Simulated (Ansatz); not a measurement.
Mulliken charges of C3H2Cl2, SMILES `ClC1=CC1Cl` from B3LYP/def2-TZVPP in Ansatz (PBE0-D4/def2-TZVP geometry).

```json
{"atom": "Cl1", "x (Å)": "-1.904", "y (Å)": "-1.543", "z (Å)": "-0.333", "charge (e)": "-0.014"}
{"atom": "C2", "x (Å)": "-0.533", "y (Å)": "-0.646", "z (Å)": "-0.010", "charge (e)": "-0.009"}
{"atom": "C3", "x (Å)": "0.460", "y (Å)": "-0.356", "z (Å)": "0.769", "charge (e)": "-0.106"}
{"atom": "C4", "x (Å)": "0.309", "y (Å)": "0.449", "z (Å)": "-0.466", "charge (e)": "-0.008"}
{"atom": "Cl5", "x (Å)": "-0.285", "y (Å)": "2.138", "z (Å)": "-0.367", "charge (e)": "-0.178"}
{"atom": "H6", "x (Å)": "1.027", "y (Å)": "-0.488", "z (Å)": "1.673", "charge (e)": "0.195"}
{"atom": "H7", "x (Å)": "0.987", "y (Å)": "0.377", "z (Å)": "-1.311", "charge (e)": "0.121"}
```

Question: By hand: the dipole of these point charges (1 e Å = 4.8032 D).

Answer: Σ q r = (0.351, -0.369, 0.160) e Å, of length 0.534 e Å = 2.56 D.

Question: How does the dipole of the full density compare? (Estimate.)

Answer: The calculation gave: (0.222, -0.393, 0.126) e Å, 2.25 D; the point charges give 1.14 times that, at 14° from its direction.

Point charges leave out the atoms' own dipoles, such as those of lone pairs, and Mulliken's split depends on the basis, so the close match here is no proof of good charges.

B3LYP here is the variant with VWN-RPA as its local correlation; programs differ in this.
